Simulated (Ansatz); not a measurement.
Species: Cl₄Si, SMILES `Cl[Si](Cl)(Cl)Cl` (charge 0, multiplicity 1).

**Question.** Give a relaxed geometry from Ansatz (a program for electronic structure) with PBE0-D3(BJ)/def2-TZVP.

**Answer.** the end point of this relaxation (outside a Z-matrix the atoms follow the SMILES, hydrogens last).
Cartesian coordinates (Å) in one orientation:
```xyz
5

Cl    -1.487    -0.366    -1.320
Si     0.000     0.000     0.000
Cl     0.137     1.990     0.327
Cl    -0.399    -0.943     1.743
Cl     1.749    -0.682    -0.750
```
